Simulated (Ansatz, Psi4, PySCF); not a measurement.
Process, species as SMILES: S(C)C [methylsulfanylmethane] + 2 [H][H] (H2) → 2 C (CH4) + S (H2S)

Property: energy of full hydrogenation (electronic), in kcal/mol. Terms: no spin-orbit coupling; non-relativistic; frozen cores in correlated levels; 6-311+G** with 5d, 6d on Na to Ar in Ansatz (a program for electronic structure); dispersion terms only where a functional's name holds one; LANL2DZ with its own core potentials from Na on; six Cartesian d functions in 6-31G* and its kin unless marked 5d. CBS marks a two-point X^-3 extrapolation of the correlation energy; Hartree-Fock from the larger set. The bracket is a focal-point correction in the basis named. First-principles rows: single points at B3LYP-D3(BJ) geometries (Ansatz).

Coupled cluster (Ansatz) is a level with limits of its own, used here on species with T1 under 0.025 (0.045 for open shells) and stable references: RI-MP2/CBS(aug-cc-pV(T+d)Z,aug-cc-pV(Q+d)Z)+[CCSD(T)-MP2]/aug-cc-pV(T+d)Z.

Value to compare with, RI-MP2/CBS(aug-cc-pV(T+d)Z,aug-cc-pV(Q+d)Z)+[CCSD(T)-MP2]/aug-cc-pV(T+d)Z (Ansatz): -36.1 kcal/mol.

```csv
level,program,energy of full hydrogenation (electronic) (kcal/mol),difference
PBE/LANL2DZ,Ansatz,-35.3,0.8
PBE/def2-SVP,Ansatz,-37.8,-1.7
PBE/6-311+G**,Ansatz,-37.0,-0.9
BLYP/6-31G*,Ansatz,-34.2,1.9
BP86/6-31G* (5d),PySCF,-32.8,3.3
B3LYP/LANL2DZ,Ansatz,-38.4,-2.3
B3LYP/6-31G*,Ansatz,-36.1,0.0
B3LYP/6-31G**,Ansatz,-37.9,-1.8
wB97X-D/6-31G*,Psi4,-35.2,0.9
MP2/3-21G,Ansatz,-30.9,5.2
B3LYP/def2-TZVPD,Ansatz,-39.5,-3.4
B3LYP-D3(BJ)/def2-TZVPD,Ansatz + dftd3,-36.4,-0.3
```

Among the 10 habitual levels, MP2/3-21G lies farthest from RI-MP2/CBS(aug-cc-pV(T+d)Z,aug-cc-pV(Q+d)Z)+[CCSD(T)-MP2]/aug-cc-pV(T+d)Z (Ansatz) (5.2 kcal/mol) and B3LYP/6-31G* nearest (0.0); 5 of 10 lie above it, and their mean absolute difference is 1.9 kcal/mol, the median 1.8. One case shows no general order.

The levels are drawn from those run, B3LYP/6-31G* more often than the rest, none by its result; runs whose electronic state is in doubt are left out.
